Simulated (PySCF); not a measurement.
Gas-phase reaction: 3 (CH₃)₂Si → 3 SiH₂ + 3 H₂ + 2 C₃H₃ (propargyl)

Method: PySCF energies plus ideal-gas RRHO corrections (1 bar). † marks an energy on the PBE0/def2-TZVP geometry and frequencies; other levels use their own. MP2 freezes the core. Open shells (unrestricted): C₃H₃ (propargyl) (multiplicity 2); the rest are closed-shell singlets. (CH₃)₂Si: computed as isolated molecules; such fragments, hydroxides, amides, oligomers or adducts are transient or little studied in the gas. MP2 isn't extrapolated to the basis-set limit. Warning, spin contamination: C₃H₃ (propargyl) (MP2/def2-TZVPP†).

```
level               ΔH°(298 K), kJ
------------------  --------------
BLYP/def2-TZVP†                912
MP2/def2-TZVPP†               1171
PBE/def2-SVP                  1085
PBE0/def2-TZVP                   ?
LDA/def2-TZVP†                   ?
ωB97X-V/def2-TZVP†               ?
```

### Question
Fill in the missing entries.

### Answer

- PBE0/def2-TZVP, ΔH°(298 K), kJ: 1110
- LDA/def2-TZVP†, ΔH°(298 K), kJ: 1261
- ωB97X-V/def2-TZVP†, ΔH°(298 K), kJ: 1109
